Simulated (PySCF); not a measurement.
Fractional electron number in Cl⁻ (chlorine, charge -1)

The 3p beta orbital of [Ar] is emptied in steps (occupation f), with all orbitals relaxed, ending at [Ne] 3s2 3p5. Calculation: PySCF 2.14, in aug-cc-pV(D+d)Z; the non-relativistic Hamiltonian (point nucleus). The exact energy is a straight line in f; departures are measured from the line between the end points of the same method.

| f | LDA (eV) | PBE (eV) | PBE0 (eV) | r2SCAN (eV) | LC-wPBE (eV) | BHandHLYP (eV) | wB97X (eV) | r2SCAN0 (eV) | HSE06 (eV) |
| --- | --- | --- | --- | --- | --- | --- | --- | --- | --- |
| 1 | 0.000 | 0.000 | 0.000 | 0.000 | 0.000 | 0.000 | 0.000 | 0.000 | 0.000 |
| 0.8 | -0.665 | -0.642 | -0.429 | -0.595 | 0.012 | -0.219 | -0.043 | -0.393 | -0.492 |
| 0.6 | -1.013 | -0.976 | -0.651 | -0.893 | 0.012 | -0.340 | -0.074 | -0.590 | -0.747 |
| 0.4 | -1.028 | -0.985 | -0.657 | -0.889 | 0.009 | -0.350 | -0.083 | -0.588 | -0.753 |
| 0.2 | -0.694 | -0.661 | -0.441 | -0.589 | 0.005 | -0.240 | -0.062 | -0.390 | -0.505 |
| 0 | 0.000 | 0.000 | 0.000 | 0.000 | 0.000 | 0.000 | 0.000 | 0.000 | 0.000 |

Question: For LDA, how does the orbital energy at f = 1 compare with the removal energy?

Answer: −ε = -0.118 eV against a total-energy difference of 3.961 eV. By Janak's theorem ε = ∂E/∂f, so the gap between them reflects the curvature. Along the path −ε is 1.412 (f = 0.8), 3.039 (f = 0.6), 4.749 (f = 0.4), 6.524 (f = 0.2) eV.

| method | E(f=0) − E(f=1) (eV) | −ε at f=1 (eV) | −ε at f=0.4 (eV) |
| --- | --- | --- | --- |
| LDA | 3.961 | -0.118 | 4.749 |
| PBE | 3.699 | -0.260 | 4.480 |
| PBE0 | 3.628 | 0.988 | 4.151 |
| r2SCAN | 3.683 | -0.015 | 4.452 |
| LC-wPBE | 3.627 | 3.733 | 3.609 |
| BHandHLYP | 3.479 | 2.167 | 3.720 |
| wB97X | 3.689 | 3.462 | 3.715 |
| r2SCAN0 | 3.617 | 1.178 | 4.124 |
| HSE06 | 3.624 | 0.590 | 4.226 |

At f = 1 the orbital energy is positive for LDA, PBE, r2SCAN: only the finite basis holds the electron.

Reference removal energy between the ground levels: 3.613 eV (measured; photodetachment measurements, as compiled on the Wikipedia data page of electron affinities). The calculation has no spin-orbit coupling.
